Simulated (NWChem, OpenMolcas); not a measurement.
## How basis sets differ on CH2BN (SMILES BC#N)

CH2BN: 5 atoms, total charge 0, spin state singlet. As SMILES, `BC#N`. Geometry: relaxed at PBE0-D4/def2-TZVP.

Quantity: the dipole moment, in D. The values are calculated.

| level | kind | program | value (D) |
| --- | --- | --- | --- |
| PBE0/pcseg-0 | global hybrid | NWChem | 2.76 |
| PBE0/pcseg-1 | global hybrid | NWChem | 2.74 |
| PBE0/def2-TZVP | global hybrid | OpenMolcas | 2.73 |
| PBE0/pcseg-2 | global hybrid | NWChem | 2.76 |

The values span 2.73 to 2.76 D. Magnitudes only.
